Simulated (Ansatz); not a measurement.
Compounds of B with 3 ligands, in which F is traded for NH2. Quantity: electronic atomisation energy to ground-state atoms, in kcal/mol. Each molecule is optimised on its own at B3LYP-D3(BJ)/def2-TZVP (Ansatz, a first-principles code), one conformer each, not searched for the lowest. Cores are frozen in the correlated levels unless marked. UHF or UKS for open shells. No spin-orbit coupling. No relativistic terms. CBS(X,Y): correlation extrapolated as X^-3; Hartree-Fock from the larger set. [CCSD(T)-MP2]/basis is that difference in the basis named. The first level has limits of its own: it lacks core correlation, which all-electron functionals hold.

```tsv
n(NH2)	species (SMILES)	RI-MP2/CBS(aug-cc-pVTZ,aug-cc-pVQZ)+[CCSD(T)-MP2]/aug-cc-pVTZ (Ansatz)	PBE/def2-TZVPD (Ansatz)	wB97M-V/def2-TZVPD (Ansatz)
0	FB(F)F	469.6	480.0	468.6
1	NB(F)F	620.0	634.4	622.2
2	NB(N)F	?	?	?
3	NB(N)N	904.3	925.0	911.9
```

Q: Fit a straight line through the known rows at each level by least squares, predict the withheld row (n(NH2) = 2), and compare with the run.

A: 
- The known rows have mean n(NH2) = 1.33333 and Σ(n(NH2) - mean)² = 4.6667.
- RI-MP2/CBS(aug-cc-pVTZ,aug-cc-pVQZ)+[CCSD(T)-MP2]/aug-cc-pVTZ: mean 664.633, Σ(n(NH2) - mean)(y - mean) = 674.367, slope 144.506 kcal/mol a step; the line gives 664.633 + (144.506)×(2 - 1.33333) = 761.0; the run gives 764.0, +3.0 from the line, whose largest residual on the known rows is 3.5.
- PBE/def2-TZVPD: mean 679.800, Σ(n(NH2) - mean)(y - mean) = 690.200, slope 147.899 kcal/mol a step; the line gives 679.800 + (147.899)×(2 - 1.33333) = 778.4; the run gives 781.8, +3.4 from the line, whose largest residual on the known rows is 3.9.
- wB97M-V/def2-TZVPD: mean 667.567, Σ(n(NH2) - mean)(y - mean) = 687.633, slope 147.349 kcal/mol a step; the line gives 667.567 + (147.349)×(2 - 1.33333) = 765.8; the run gives 769.0, +3.2 from the line, whose largest residual on the known rows is 3.7.
- PBE minus the first level along the series: +10.4, +14.4, +17.8, +20.7 kcal/mol.
